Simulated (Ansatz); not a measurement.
Correlation energies of C$_{3}$H$_{6}$O$_{2}$ (`OCC1CO1`) by basis set

Cartesian coordinates in Å:
```
O 1.8032 0.5694 0.0653
C 0.8511 -0.4432 0.3118
C -0.3317 -0.1789 -0.5678
C -1.4843 0.5654 -0.0790
O -1.5244 -0.8488 -0.2019
H 2.6208 0.3372 0.5100
H 0.5174 -0.4503 1.3582
H 1.2561 -1.4378 0.0796
H -0.1217 -0.1654 -1.6362
H -2.1105 1.1096 -0.7808
H -1.4759 0.9428 0.9407
```

Charge 0, multiplicity 1. The structure was optimised at the PBE0-D4/def2-TZVP level. It is a higher conformer; a search finds a lower one. Frozen core, restricted reference, the Gaussian-basis code of Ansatz. CBS rows extrapolate triple and quadruple zeta; past MP2 they add the triple-zeta difference.

```csv
basis,HF (Eh),MP2 corr.
def2-TZVPP,-266.87369,-0.97687
def2-QZVPP,-266.88623,-1.04736
```

Task: Estimate the CCSD correlation energy and the (T) correction in each basis where they were run (hartree).

Result: 
| basis | CCSD corr. | (T) |
| --- | --- | --- |
| def2-TZVPP | -1.00405 | -0.04005 |
| CBS(def2) | -1.12675 | as TZ |
